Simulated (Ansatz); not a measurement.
**Bulk modulus of some fcc solids**

Method: HSE06 (Ansatz, a quantum-chemistry and plane-wave program, PAW). References are measured values corrected to a static lattice. The table is a random draw of 8 from 11 solids with such references.

Values in GPa.

| solid | reference | HSE06 | error (%) |
|---|---|---|---|
| fcc Al | 80.8 (77.1–82.0) | 82.6 | +2.2 |
| fcc Pt | 289 | 277 | -4.2 |
| fcc Rh | 271 (271–289) | 291 | +7.4 |
| fcc Pb | 47 | 42.2 | -10.2 |
| fcc Pd | 195 (187–198) | 175 | -10.3 |
| fcc Ag | 110 (104–111) | 86.5 | -21 |
| fcc Cu | 144 | 129 | -10.4 |
| fcc Ni | 192 (186–195) | 180 | -6.2 |

Over these 8 solids the mean error is -6.6 %, the mean absolute error 9.0 % (median 8.8 %), and the worst case fcc Ag at -21 %; the value is too low in 6 of 8 cases. Over all 11, from unrounded values, the mean error is -6.6 % and the mean absolute error 10.0 % (median 8.8 %).

All these references are brought to a static lattice.

Spin–orbit coupling is left out, also for the solids with elements from indium on (fcc Pt, fcc Pb); its size isn't shown.

Exact exchange on metals is sensitive to the k mesh.

Brackets give the range of the sources taken for a reference, where it is wide; it can hold other temperatures.

Differences are worked out from the printed values.

Each level is taken at its own relaxed cell. Ansatz's density-functional and Hartree–Fock values are scalar-relativistic unless marked +SOC, with PAW data made under PBE.

Ansatz's runs of these crystals have no spin polarisation, but for fcc Ni. Meta-GGAs and exact exchange favour moments, which can bear on fcc Pt, fcc Rh, fcc Pd, fcc Ni.

Density-functional runs with spin start from parallel moments for fcc Ni.

Not in this set, of the fcc solids with a reference value in our tables and a result at some level: 1 for sources at odds. These can be a level's best or worst cases. Solids without a released value at any level aren't counted. Layered and molecular crystals are counted apart. The metals Ce to Yb are counted apart.

References as tabulated in Levämäki et al. (2014), arXiv:1402.3671; Mejia-Rodriguez and Trickey (2018), arXiv:1807.09216; doi:10.1021/acs.jctc.3c00612.
